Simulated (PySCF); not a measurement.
# Partial charges of `C/N=C/C(F)F`

Species: C3H5F2N.
Z-matrix (Å and degrees, PBE0-D3(BJ)/def2-SVP geometry), rows numbered from 1:
```
C 
N   1  1.4336
C   2  1.2605  1  119.13
C   3  1.4988  2  119.92  1  -179.81
F   4  1.3517  3  109.66  2  -121.25
F   4  1.3526  3  109.42  2   121.14
H   1  1.1018  2  109.05  3  -122.33
H   1  1.1073  2  114.35  3    -0.06
H   1  1.1018  2  109.02  3   122.18
H   3  1.1098  2  124.46  1    -0.11
H   4  1.1023  3  111.09  2     0.09
```

Density: PBE0/pcSseg-1 (PySCF); schemes: Mulliken, IAO, Hirshfeld and ESP-fitted. Geometry: PBE0-D3(BJ)/def2-SVP, one conformer, isolated molecule.

Problem. What partial charge does each atom carry?

Solution. In e:

```json
{"atom": "C1", "environment": "N-methyl carbon", "Mulliken": "-0.122", "IAO": "-0.301", "Hirshfeld": "-0.065", "ESP-fitted": "+0.065"}
{"atom": "N2", "environment": "imine nitrogen", "Mulliken": "-0.399", "IAO": "-0.238", "Hirshfeld": "-0.130", "ESP-fitted": "-0.489"}
{"atom": "C3", "environment": "imine carbon", "Mulliken": "-0.003", "IAO": "-0.008", "Hirshfeld": "+0.022", "ESP-fitted": "+0.229"}
{"atom": "C4", "environment": "CHF2 carbon", "Mulliken": "+0.544", "IAO": "+0.437", "Hirshfeld": "+0.142", "ESP-fitted": "+0.344"}
{"atom": "F5", "environment": "fluorine of a CF2 group", "Mulliken": "-0.300", "IAO": "-0.299", "Hirshfeld": "-0.107", "ESP-fitted": "-0.223"}
{"atom": "F6", "environment": "fluorine of a CF2 group", "Mulliken": "-0.301", "IAO": "-0.300", "Hirshfeld": "-0.107", "ESP-fitted": "-0.223"}
{"atom": "H7", "environment": "methyl hydrogen", "Mulliken": "+0.134", "IAO": "+0.163", "Hirshfeld": "+0.055", "ESP-fitted": "+0.075"}
{"atom": "H8", "environment": "methyl hydrogen", "Mulliken": "+0.097", "IAO": "+0.115", "Hirshfeld": "+0.038", "ESP-fitted": "+0.014"}
{"atom": "H9", "environment": "methyl hydrogen", "Mulliken": "+0.134", "IAO": "+0.163", "Hirshfeld": "+0.055", "ESP-fitted": "+0.076"}
{"atom": "H10", "environment": "hydrogen on a C=N carbon", "Mulliken": "+0.110", "IAO": "+0.114", "Hirshfeld": "+0.045", "ESP-fitted": "+0.065"}
{"atom": "H11", "environment": "methine hydrogen", "Mulliken": "+0.106", "IAO": "+0.154", "Hirshfeld": "+0.051", "ESP-fitted": "+0.066"}
```

Mean size of the charges over all atoms: IAO 0.208 e, Mulliken 0.205 e, ESP-fitted 0.170 e, Hirshfeld 0.074 e. Each set sums to the total charge, 0, to within 0.001 e. The IAO scheme counts the electrons in orthogonalised intrinsic atomic orbitals, a minimal basis polarised so that it spans the occupied orbitals exactly. The Mulliken scheme gives each basis function's population to the atom it is centred on and halves the overlap population of two atoms between them.

Lowest charge. The schemes don't all agree: Mulliken N2 (-0.399); IAO C1 (-0.301); Hirshfeld N2 (-0.130); ESP-fitted N2 (-0.489).

Highest charge. All schemes agree: Mulliken C4 (+0.544); IAO C4 (+0.437); Hirshfeld C4 (+0.142); ESP-fitted C4 (+0.344).

Problem. How closely do the schemes follow one another over all atoms?

Solution. Correlation coefficient and root-mean-square difference: Mulliken with Hirshfeld 0.98, 0.175 e; IAO with Hirshfeld 0.97, 0.158 e; Mulliken with IAO 0.95, 0.082 e; Mulliken with ESP-fitted 0.88, 0.123 e; Hirshfeld with ESP-fitted 0.87, 0.153 e; IAO with ESP-fitted 0.73, 0.168 e.

Problem. Sum the charges by element, for elements with more than one atom.

Solution. 
```tsv
element	atoms	Mulliken	IAO	Hirshfeld	ESP-fitted
C	3	+0.419	+0.128	+0.099	+0.638
F	2	-0.602	-0.599	-0.214	-0.446
H	5	+0.582	+0.709	+0.245	+0.297
```

Problem. How many electrons does the Mulliken scheme count on C1?

Solution. Z − q = 6 − (-0.122) = 6.122.

These values come from a run that also computed NMR shieldings. The run took 15 s on one thread, Arm Neoverse N1 (shared host).
